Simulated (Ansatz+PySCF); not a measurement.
## singlet N2: levels of theory in one basis

```xyz
2

N     0.0000    0.0000   -0.5489
N     0.0000    0.0000    0.5489
```

Basis set: def2-SVP (spherical functions). Frozen core: 2 orbitals. Charge 0, multiplicity 1.

Computed with Ansatz (development build ahead of 0.2.0); each method stands on the lowest determinant of its kind that the runs found. NEVPT2 correlates all electrons. Active spaces start from the frontier orbitals, and the lowest solution found is given.

| method | E − E(RHF) (eV) | <S²> of the determinant |
| --- | --- | --- |
| RHF | 0.00 | 0.00 |
| RHF-MP2 | -8.42 | – |
| RHF-CCSD | -8.47 | – |
| CASSCF(10,8) | -4.06 | – |
| CASSCF(2,2) | -0.88 | – |
| SC-NEVPT2(2,2) | -8.46 | – |
| SC-NEVPT2(10,8) | -8.10 | – |

Problem. What does RHF-CCSD(T) give on the same scale?

Solution. -8.80 eV.

Problem. Is a single determinant a sound starting point here?

Solution. By this sign, yes. Unrestricted orbitals gain 0.00 eV and <S²> is 0.00 against 0.00 for a pure state. The CASSCF(10,8) natural occupations are 2.00, 1.99, 1.98, 1.94, 1.94, 0.07, 0.07, 0.02. The CASSCF(2,2) natural occupations are 1.94, 0.06.

Caution for CASSCF(10,8), CASSCF(2,2): other starts end on other solutions of this active space.
